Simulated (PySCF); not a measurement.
**PO₂ + H₂O → H₂PO + O₂**

Level: PBE0 in the def2-TZVP basis family, all electrons, no relativity, computed in PySCF with density fitting; open shells unrestricted.

```json
{"species": "PO₂", "state and structure": "doublet, C2v, P–O 1.465 Å (×2); O–P–O 134.7°", "E (Eh)": "-491.58679", "ZPE (kJ/mol)": "17.2", "H(298 K) − H(0) (kJ/mol)": "10.8", "S° (J/(mol K))": "254.3"}
{"species": "H₂O", "state and structure": "singlet, C2v, O–H 0.960 Å (×2); H–O–H 105.1°", "E (Eh)": "-76.37736", "ZPE (kJ/mol)": "56.5", "H(298 K) − H(0) (kJ/mol)": "9.9", "S° (J/(mol K))": "188.7"}
{"species": "H₂PO", "state and structure": "doublet, Cs, P–H 1.422 Å (×2), P–O 1.492 Å; H–P–H 102.4°, H–P–O 114.3° (×2)", "E (Eh)": "-417.57402", "ZPE (kJ/mol)": "51.7", "H(298 K) − H(0) (kJ/mol)": "10.4", "S° (J/(mol K))": "246.3"}
{"species": "O₂", "state and structure": "triplet, D∞h, O–O 1.193 Å", "E (Eh)": "-150.23561", "ZPE (kJ/mol)": "10.3", "H(298 K) − H(0) (kJ/mol)": "8.7", "S° (J/(mol K))": "204.9"}
```

Q: What is the electronic reaction energy?

A: At PBE0/def2-TZVP, ΔE = 405.7 kJ/mol from the differences of the total energies times 2625.5, uphill. 

Q: Add zero-point, thermal and entropy terms for 298.15 K and 1 bar.

A: ΔZPE = -11.7 and Δ[H(298) − H(0)] = -1.6 kJ/mol give ΔH° = 392.4 kJ/mol. ΔS° = 8.2 J/(mol K), so ΔG° = 392.4 − 298.15 × (0.0082) = 390 kJ/mol.

Only the bonding shown was studied: isomers, or loss of a ligand pair, can lie lower.
